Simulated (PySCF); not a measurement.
**Reading a saddle point**

A first-order saddle point of SiH2F2, singlet, PBE0-D4/def2-TZVP, with one imaginary mode of 1519i cm⁻¹:

Si1  (0.163, 0.121, -0.482)
F2  (0.745, 1.444, 0.182)
F3  (1.236, -1.034, -0.279)
H4  (-1.273, -0.198, -0.289)
H5  (-0.870, -0.333, 0.868)
(Å)

PySCF 2.14 with density fitting (its default auxiliary sets; JK sets also for MP2 and CCSD(T)); basis: def2-TZVPP and def2-QZVPP; cores frozen in the correlated methods. Extrapolation: Hartree–Fock as exp(−7.88 √X), correlation as X^−2.97.

(1) Which contacts change along the imaginary mode, and what lies on either side? (Judge from chemistry; the calculation decides.)

(2) Which side is lower, and how far does the saddle lie above each? (An estimate is asked for; the value comes from the calculation.)

No T1 diagnostic of these runs exceeds 0.016. The restricted Hartree–Fock reference is unstable towards an unrestricted one at one or more of these structures. A large double-excitation amplitude points to some diradical character; no triplet was computed. The start structure is not quite a true minimum (one mode of 57i cm⁻¹).

Results:

(1) The calculation gives: The step is SiF₂ + H₂ → SiH₂F₂ ([F][SiH2][F]), with the molecules in contact on both sides. Shortening one way: Si1–H4, Si1–H5; lengthening the same way: H4–H5.
```
  pair  one side (Å)  saddle (Å)  other side (Å)
Si1–H4          3.29        1.48            1.47
Si1–H5          3.24        1.76            1.47
 H4–H5          0.75        1.23            2.48
```

(2) By the calculation: The side with Si1–H4, Si1–H5 short is lower by 37.85 kcal/mol; the saddle lies 87.50 kcal/mol above it and 49.65 kcal/mol above the other (CCSD(T) at an estimated basis limit (MP2 extrapolated from triple and quadruple zeta, plus CCSD(T) − MP2 in triple zeta); electronic energies).

Losses and insertions of silylenes and their heavier kin drive the gas-phase chemistry of silicon and germanium vapour deposition.

Labels in which every atom is bracketed show which atoms are joined, not bond orders.

For scale, one of the runs: CCSD(T)/def2-TZVPP, 132 basis functions, launched by `OMP_NUM_THREADS=4 python run.py`. Time: 34 s of wall clock on 4 CPU threads of an AMD EPYC 7B13; the host was shared. Peak host memory: 0.76 GiB.
